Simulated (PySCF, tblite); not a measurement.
C2H7OP3.
Z-matrix (Å and degrees, GFN2-xTB geometry), rows numbered from 1:
```
O 
C   1  1.3984
P   2  1.8905  1  111.32
P   3  2.0338  2  106.93  1   169.17
C   4  1.8743  3  108.15  2    -0.98
P   5  1.8688  4  109.01  3   -80.14
H   1  0.9639  2  109.54  3    56.61
H   2  1.0959  1  105.87  3   119.89
H   2  1.1032  1  111.11  3  -122.13
H   5  1.0921  4  107.41  3   160.96
H   5  1.0922  4  112.29  3    41.25
H   6  1.3962  5   95.30  4  -160.16
H   6  1.3936  5   94.94  4   -67.69
```

Computed, not measured: B3LYP/def2-SVPD in PySCF (dipole) on a GFN2-xTB geometry, gas phase.

Take the most abundant isotopes and a rigid rotor. The values belong to one conformer with, in the numbering `[OH:1][CH2:2]/[P:3]=[P:4]\[CH2:5][PH2:6]`, H–O1–C2–P3 57°, O1–C2–P3–P4 169°, P3–P4–C5–P6 -80°, P4–C5–P6–H -160° and -68°.

What are A, B and C (MHz)?

Ia = 212.97, Ib = 425.64, Ic = 584.34 u·Å²; 505379 MHz·u·Å²/I gives A = 2373, B = 1187, C = 864.9 MHz.

What kind of rotor is it?

An asymmetric top. Ray's parameter κ = (2B − A − C)/(A − C) = -0.572; −1 is the prolate and +1 the oblate limit.

What does the inertial defect say?

Not planar: Δ = Ic − Ia − Ib = -54.27 u·Å². For a rigid frame Δ = −2 Σ m c², so Σ m c² = 27.13 u·Å² lies off the ab plane: 8.26 from hydrogen and 18.87 from heavier atoms. The atom farthest from that plane is 1.67 Å away.

Give the other two planar moments, Paa and Pbb, and the rms extents of the mass along the axes.

Paa = Σ m a² = (Ib + Ic − Ia)/2 = 398.50 and Pbb = Σ m b² = (Ia + Ic − Ib)/2 = 185.83 u·Å². With the mass M = 139.97 u, the rms extents √(P/M) along a, b and c are 1.69, 1.15, 0.44 Å.

Give the coordinates in the principal-axis frame, origin at the centre of mass.

The sense of each axis is arbitrary; atoms in the order of the calculation.
| atom | mass (u) | a (Å) | b (Å) | c (Å) |
| --- | --- | --- | --- | --- |
| O1 | 15.995 | -2.670 | 1.491 | 0.011 |
| C2 | 12.000 | -1.481 | 0.871 | 0.406 |
| P3 | 30.974 | -1.338 | -0.868 | -0.322 |
| P4 | 30.974 | 0.564 | -1.500 | 0.023 |
| C5 | 12.000 | 1.486 | -0.126 | 0.903 |
| P6 | 30.974 | 2.031 | 1.145 | -0.354 |
| H7 | 1.008 | -3.421 | 0.943 | 0.268 |
| H8 | 1.008 | -0.672 | 1.508 | 0.030 |
| H9 | 1.008 | -1.408 | 0.814 | 1.505 |
| H10 | 1.008 | 2.360 | -0.572 | 1.380 |
| H11 | 1.008 | 0.874 | 0.359 | 1.667 |
| H12 | 1.008 | 3.022 | 1.707 | 0.452 |
| H13 | 1.008 | 2.949 | 0.306 | -0.983 |

Where do the levels up to J = 5 lie, in K?

Above 0(0,0), as E/k:
J = 1: 1(0,1) 0.098, 1(1,1) 0.155, 1(1,0) 0.171
J = 2: 2(0,2) 0.293, 2(1,2) 0.337, 2(1,1) 0.383, 2(2,1) 0.554, 2(2,0) 0.557
J = 3: 3(0,3) 0.578, 3(1,3) 0.608, 3(1,2) 0.700, 3(2,2) 0.850, 3(2,1) 0.863, 3(3,1) 1.174, 3(3,0) 1.175
J = 4: 4(0,4) 0.948, 4(1,4) 0.966, 4(1,3) 1.119, 4(2,3) 1.241, 4(2,2) 1.278, 4(3,2) 1.573, 4(3,1) 1.575, 4(4,1) 2.021, 4(4,0) 2.021
J = 5: 5(0,5) 1.401, 5(1,5) 1.410, 5(1,4) 1.634, 5(2,4) 1.728, 5(2,3) 1.804, 5(3,3) 2.072, 5(3,2) 2.080, 5(4,2) 2.520, 5(4,1) 2.520, 5(5,1) 3.096, 5(5,0) 3.096
Those of J = 1 are B + C, A + C and A + B.

Predict some low-J microwave lines.

The dipole components are |μa| = 0.98 D, |μb| = 0.07 D, |μc| = 2.24 D. Intensities carry the squares of the components, which stand as 0.19 : 0.00 : 1.00 (a : b : c). Some lines, for components of 0.1 D or more:

```csv
type,branch,"J(Ka,Kc)",MHz,lower level (cm⁻¹)
a,Q,"1(1,0) ← 1(1,1)",322,0.108
c,Q,"2(1,2) ← 2(0,2)",921,0.203
a,Q,"2(1,1) ← 2(1,2)",967,0.234
c,Q,"1(1,1) ← 1(0,1)",1186,0.068
a,R,"1(0,1) ← 0(0,0)",2052,0.000
c,Q,"2(2,1) ← 2(1,1)",3557,0.266
c,R,"1(1,0) ← 0(0,0)",3560,0.000
a,R,"2(1,2) ← 1(1,1)",3782,0.108
a,R,"2(0,2) ← 1(0,1)",4047,0.068
a,R,"2(1,1) ← 1(1,0)",4427,0.119
c,R,"2(1,1) ← 1(0,1)",5935,0.068
c,R,"2(2,0) ← 1(1,0)",8041,0.119
c,R,"2(2,1) ← 1(1,1)",8306,0.108
```

Its GFN2-xTB frequencies are all real (lowest 69 cm⁻¹). No vibrational averaging or centrifugal distortion is included, and the geometry carries the error of its method.
